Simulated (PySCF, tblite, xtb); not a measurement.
Scan of CH4, singlet: flattening of a tetrahedron along the D2d path, bond length relaxed. Scanned: the two opposite H-C-H angles (109.47 = tetrahedral, 180 = square planar). Other coordinates (C-H bond length) were minimised at B3LYP/def2-TZVP.

Cartesian coordinates as functions of the variables (Å; names that start with a are angles):
```
C  0  0  0
H  r*sin(a/2)  0  r*cos(a/2)
H  -r*sin(a/2)  0  r*cos(a/2)
H  0  r*sin(a/2)  -r*cos(a/2)
H  0  -r*sin(a/2)  -r*cos(a/2)
```

GFN2-xTB, 300 K electronic temperature (tblite); RHF/cc-pVTZ (PySCF); GFN1-xTB (xtb); RMP2/6-31G* = restricted MP2 (frozen core)/6-31G*, spherical d in PySCF; PBE0/cc-pVTZ (PySCF); CCSD(T) on RHF/cc-pVTZ, 1 core orbital frozen (PySCF).

Energies in kcal/mol, each method relative to its own lowest point.

| a / ° | GFN2-xTB | RHF | GFN1-xTB | RMP2/6-31G* | PBE0 | CCSD(T) |
|---|---|---|---|---|---|---|
| 90 | 14.9 | 16.5 | 14.3 | 16.1 | 14.6 | 14.9 |
| 95 | 8.1 | 9.1 | 7.8 | 8.8 | 8.0 | 8.2 |
| 100 | 3.4 | 3.9 | 3.3 | 3.7 | 3.4 | 3.5 |
| 105 | 0.7 | 0.8 | 0.7 | 0.8 | 0.7 | 0.8 |
| 109.47 | 0.0 | 0.0 | 0.0 | 0.0 | 0.0 | 0.0 |
| 115 | 1.1 | 1.3 | 1.1 | 1.2 | 1.1 | 1.2 |
| 120 | 4.0 | 4.6 | 3.9 | 4.5 | 4.1 | 4.2 |
| 130 | 14.8 | 17.2 | 14.8 | 16.7 | 15.2 | 15.5 |
| 140 | 32.0 | 37.4 | 32.3 | 36.3 | 32.8 | 33.6 |
| 150 | 54.9 | 64.3 | 55.9 | 62.6 | 56.4 | 57.8 |
